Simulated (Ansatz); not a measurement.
Basis-set extrapolation for `Clc1ccccc1` (PBE0-D4/def2-TZVP geometry, frozen core, Ansatz 0.2.0). Multiplicity 1, RHF reference.

```csv
,def2-TZVPP,def2-QZVPP
HF,-689.714495,-689.736622
MP2 correlation,-1.130925,-1.210126
CCSD(T) correlation,-1.224699,not run
```

Energies in hartree. Use E(X) = E(∞) + A·exp(−7.88·√X) for Hartree–Fock and E(X) = E(∞) + B·X^(−2.97) for correlation, with X = 3 and 4, and add CCSD(T) minus MP2 of the smaller set to the MP2 limit.

Question: What is the CCSD(T) energy at the basis-set limit?

Answer: HF limit: -689.736622 + (-0.022127) × 0.13774 = -689.73967. MP2 limit: -1.210126 + (-0.079201) × 0.74074 = -1.26879. Higher-order term: -1.224699 − (-1.130925) = -0.09377. Total: -691.10223 hartree, 4.44 eV below CCSD(T)/def2-TZVPP.
